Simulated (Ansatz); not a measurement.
This script for a comparison of methods with full CI of HN (charge -1) with the Python package of Ansatz (0.2.0) holds a mistake.

`hn_fci.py`:
```python
# -*- coding: utf-8 -*-
"""Approximate methods against full CI for HN(-) in a small basis."""

import ansatz as az

geometry_ang = [
    ("H", (0.0, 0.0, 0.0)),
    ("N", (0.0, 0.0, 1.075)),
]
mol = az.Crystal.molecule()
for symbol, xyz in geometry_ang:
    mol = mol.atom(symbol, xyz)

job = (
    mol.calculation()
    .basis(gaussian="6-31G")
    .charge(-1)
    .spin("collinear", total=1)
    .kpoints(2, 2, 2)
)
exact = job.correlation("fci").run(threads=1).report
print(f"full CI {exact['free_energy_ev'] / 27.211386246:.7f} Ha over {exact['configurations']['states'][0]['n_determinants']} determinants")
print("natural occupations", [round(n, 4) for n in exact["configurations"]["natural_occupations"]])
print(f"hf       misses {1000 * (exact['reference_energy_ev'] - exact['free_energy_ev']) / 27.211386246:9.3f} mHa")
for method in ["mp2", "ccsd", "ccsd_t", "ccsdt_q"]:
    e = job.correlation(method).run(threads=1).report["free_energy_ev"]
    print(f"{method:8s} misses {1000 * (e - exact['free_energy_ev']) / 27.211386246:9.3f} mHa")
```

```console
$ python hn_fci.py
Traceback (most recent call last):
  File "hn_fci.py", line 21, in <module>
    exact = job.correlation("fci").run(threads=1).report
            ~~~~~~~~~~~~~~~~~~~~~~~~~~^^^^^^^^^^^
  ...
ansatz.RefusalError: invalid value for `basis.gaussian`: such a run doesn't read kpoints; remove what it names
```
(Library frames cut from the traceback.)

What is wrong, and how is it mended?

The fault: a molecule in a Gaussian basis takes no k-points. The change:

```diff
--- before
+++ after
@@ -18,3 +18,2 @@
     .spin("collinear", total=1)
-    .kpoints(2, 2, 2)
 )
```

After the fix:

`python hn_fci.py` gives:
```text
full CI -54.9436676 Ha over 6304 determinants
natural occupations [1.9843, 1.9773, 1.9586, 0.9924, 0.0374, 0.0213, 0.0132, 0.0091, 0.0045, 0.002]
hf       misses    97.321 mHa
mp2      misses    12.823 mHa
ccsd     misses     1.250 mHa
ccsd_t   misses     0.391 mHa
ccsdt_q  misses     0.009 mHa
```

Total energies depend on the basis set; only differences at equal settings carry meaning. Full CI is exact only within this small basis and its frozen core, at an unrelaxed geometry. The species is open-shell (spin multiplicity 2). Anions want diffuse functions, which this basis lacks. Run time: 3.1 s on 1 thread of Arm Neoverse V1, with other jobs on the host, peak memory 0.15 GiB.
